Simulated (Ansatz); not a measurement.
We consider tetradymite Bi2Se3, described by r²SCAN+rVV10 (PAW; Ansatz, a program for electronic structure).

Settings: plane-wave cutoff 560 eV, 10×10×10 k mesh, Fermi–Dirac smearing 0.01 eV, scalar-relativistic PAW data made under PBE.

Energies at three volumes about the minimum:

```json
[
 {"V (Å³/atom)": "28.462", "E − E_lowest (meV/atom)": "1.23"},
 {"V (Å³/atom)": "29.043", "E − E_lowest (meV/atom)": "0.00"},
 {"V (Å³/atom)": "29.623", "E − E_lowest (meV/atom)": "1.01"}
]
```

### Question
Fit a parabola by hand: where is the minimum, and what is the bulk modulus?

### Answer
Slopes: (0.00 − 1.23)/(29.043 − 28.462) = -2.117 and (1.01 − 0.00)/(29.623 − 29.043) = 1.741 meV/Å³. Curvature E″ = 2 × (1.741 − (-2.117))/(29.623 − 28.462) = 6.646 meV/Å⁶. From the middle of the first interval, the slope vanishes at V0 = 28.7525 − (-2.117)/6.646 = 29.071 Å³/atom. B = V0 E″ = 29.071 × 6.646 meV/Å³ × 0.1602 GPa per meV/Å³ = 31.0 GPa. The full Birch–Murnaghan fit to all volumes gives V0 = 29.044 Å³/atom and B0 = 30.5 GPa.

Shape and atoms are relaxed at each volume.

Note: the bulk modulus comes from volumes at which shape and atoms were relaxed.
